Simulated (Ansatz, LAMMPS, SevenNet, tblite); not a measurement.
## How well does each level of theory give the elastic constant C44 of zinc-blende HgSe?

Reference value: 23.1 GPa (measured, 0 K, extrapolated to 0 K; as tabulated in Elastic constants of mercury selenide).

| level (code) | value (GPa) | cell (Å³/atom) | difference (%) |
|---|---|---|---|
| Stillinger–Weber CdTeZnSeHgS0.sw (LAMMPS) | 22.8 | 28.15 | -1.3 |
| GFN1-xTB (tblite) | 21.4 | 29.21 | -7.4 |
| GFN2-xTB (tblite) | 4.55 | 43.07 | -80 |
| SevenNet-0 | 13.4 | 30.87 | -42 |
| LDA (Ansatz) | 23.4 | 27.86 | +1.3 |
| PBE (Ansatz) | 21.3 | 30.66 | -7.8 |
| PBEsol (Ansatz) | 22.4 | 28.83 | -3.0 |

Leaving aside Stillinger–Weber CdTeZnSeHgS0.sw (doubt noted below): Once the reference is moved by up to 5.0 % (a margin picked here for doubts on the reference and the settings, and for temperature and zero-point motion) and values within 1.7 % count as equal, the nearest can be LDA (+1.3 %), PBEsol (-3.0 %), GFN1-xTB (-7.4 %) or PBE (-7.8 %). Farthest off among them: GFN2-xTB (-80 %). Within 20 %: GFN1-xTB, LDA, PBE, PBEsol.

The reference isn't brought to a static lattice, while the calculations are for one, so the differences are not the levels' errors alone.  Density-functional levels without +SOC have no spin–orbit coupling. Stillinger–Weber CdTeZnSeHgS0.sw: the potential file covers more elements than this solid holds. GFN1-xTB, GFN2-xTB: the method was fitted mainly to molecules. GFN1-xTB, GFN2-xTB: the run uses a supercell at the zone centre in place of a k mesh. GFN2-xTB: the relaxed volume lies over a fifth from the starting cell. LDA, PBE, PBEsol: the solid has no gap at this level, which affects its response. Each level is taken at its own relaxed cell. Ansatz's density-functional and Hartree–Fock values are scalar-relativistic unless marked +SOC, with PAW data made under PBE.

Empirical potentials (Stillinger–Weber CdTeZnSeHgS0.sw) are fitted to chosen data: where that held the value shown, agreement is built in, and what lay outside the fit can be far off. Machine-learned potentials (SevenNet-0) are trained on DFT data: a solid inside that data is no test of them.

Differences are worked out from the printed values.

Ansatz is a quantum-chemistry and plane-wave program.
